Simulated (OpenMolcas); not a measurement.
# SiN⁺: electronic states by CASSCF, CASPT2 and spin–orbit RASSI, part 2 of 2

Computed with OpenMolcas 26.06; SA-CASSCF(8,8), XMS-CASPT2, RASSI; ANO-RCC-VTZP. The steps go on from the part before.

## Step 5: Along the bond: spin–orbit levels

Energies in eV from the lowest point of the curves kept (curves with gaps or mixed symmetry are left out, so lower ones can be missing). Curves are followed by energy order within each symmetry, so they can change character at crossings; levels whose Ω could not be read are left out of the count.

```
R (Å)  (1)Ω=0  (1)Ω=1  (1)Ω=2  (2)Ω=0  (2)Ω=1  (3)Ω=1  (2)Ω=2
1.565   0.296   0.290   0.285   0.296   0.814   1.285   2.164
1.656   0.057   0.052   0.047   0.057   0.236   1.077   1.576
1.738   0.024   0.024   0.081   0.092   0.086   1.117   1.355
1.820   0.000   0.000   0.248   0.258   0.253   1.332   1.327
2.002   0.307   0.307   0.823   0.834   0.828   2.011   1.653
```

All 13 distances took 7.7 min on 1 thread, shared host; 8 of them failed the checks on weights, roots and symmetry and are left out.

## Step 6: Results

This closing draws on all 2 parts.

| quantity | value |
| --- | --- |
| lowest spin-free state | (1)3Σ |
| next spin-free state | (1)3Π, 0.253 eV |
| lowest level | Ω = 0, 100 % (1)3Σ |
| next level | Ω = 1, 0 cm⁻¹ |
| lowering by spin–orbit coupling | 1 cm⁻¹ |

**Reading.** At 1.820 Å the lowest computed level has Ω = 0 and is 100 % (1)3Σ. The levels that stem mainly from (1)3Σ spread over 0 cm⁻¹. Only the spin multiplicities and numbers of roots in the input were computed, so the list of states is not complete and the lowest one found need not be the ground state; labels number the states computed.
